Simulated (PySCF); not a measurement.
One molecule, many functionals

C₅H₁₂O.
InChI=1S/C5H12O/c1-2-3-4-5-6/h6H,2-5H2,1H3

Linear-response calculations in the def2-SVPD basis (PySCF; singlets by full response, triplets Tamm–Dancoff, core orbitals frozen in the response; HF means time-dependent Hartree–Fock). 'Strongest' is the level of largest summed f among the singlets computed (10 roots, of which the last may lack a degenerate partner); it can jump between rows when another state enters that window. S1 is the lowest singlet of each run and needn't be the same state throughout; f(S1) is that of one state. Isolated species at its PBE0-D3(BJ)/def2-SVP geometry (one conformer only).

```csv
functional,kind,S1 (eV),f(S1),strongest (eV),T1 (eV),HOMO (eV),gap (eV),"ionisation energy, ΔSCF (eV)"
PBE,GGA,6.15,0.006,6.82,5.94,-6.22,6.09,9.49
B3LYP,"global hybrid, 20% exact exchange",6.72,0.007,7.76,6.46,-7.60,7.91,10.01
PBE0,"global hybrid, 25% exact exchange",6.98,0.007,8.08,6.68,-7.84,8.46,10.02
BHandHLYP,"global hybrid, 50% exact exchange",7.48,0.006,9.75,7.15,-9.41,10.54,10.31
CAM-B3LYP,range-separated hybrid,7.00,0.007,9.36,6.69,-9.33,10.60,10.33
wB97X-D,range-separated hybrid,7.28,0.008,9.65,7.04,-9.78,12.10,10.27
LC-wPBE,range-separated hybrid,7.48,0.008,10.09,7.11,-10.65,13.06,10.50
```

S1 runs from 6.15 eV (PBE) to 7.48 eV (BHandHLYP), a spread of 1.34 eV, while the orbital gap spreads over 7.0 eV. Along PBE (0%), B3LYP (20%), PBE0 (25%), BHandHLYP (50%) S1 rises with the share of exact exchange. −ε(HOMO) comes closest to its own ΔSCF ionisation energy with LC-wPBE (+0.14 eV) and misses most with PBE (-3.27 eV).
